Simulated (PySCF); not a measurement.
Bonds (- single, = double, # triple, : aromatic): Cl1-C2 1.762 Å, C2-C3 1.405 Å, C3=C4 1.414 Å, C4-C5 1.410 Å, C5=C6 1.414 Å, C6-C2 1.406 Å. C3 carries H7; C4 carries H8; C5 carries H9; C6 carries H10. Formal charges: C2 -1.

Total charge -1.

Geometry: PBE0-D3(BJ)/def2-SVP; GIAO shifts from PySCF, gas phase, non-relativistic, averaged over equivalent atoms.

At PBE0/pcSseg-1 (129 basis functions, 9.7 s wall time on 1 thread of an Arm Neoverse V1, shared host):
```tsv
atoms	δ (ppm)
Cl1	89.9
C2	108.4
C3/C6	102.0
C4/C5	101.3
H8/H9	5.26
H7/H10	5.20
```

Shifts are taken against calculated references (same method and geometry level): $^{35}$Cl (σref 943.27) vs HCl; TMS for $^{13}$C (σref 184.41) and $^{1}$H (σref 31.27).

Q: What do these become at wB97X-D/pcSseg-2?

A: 
```
 atoms  δ at wB97X-D/pcSseg-2  change
   Cl1                  100.2   +10.3
    C2                  114.2    +5.8
 C3/C6                  108.1    +6.1
 C4/C5                  106.6    +5.3
 H8/H9                   5.63   +0.37
H7/H10                   5.61   +0.41
```

References, each an isolated molecule treated in the same way: $^{35}$Cl (σ = 935.79 ppm) vs HCl; $^{13}$C (σ = 184.42 ppm), $^{1}$H (σ = 31.36 ppm) against TMS.

The largest change is at Cl1 (chlorine bonded to C). Cost: 279 basis functions, 42 s wall time on 1 thread of an Arm Neoverse V1, shared host. The order of the carbon signals is the same at both levels.

Carbons that carry Cl, above all several Cl atoms, come out too deshielded, partly because spin–orbit coupling is missing.
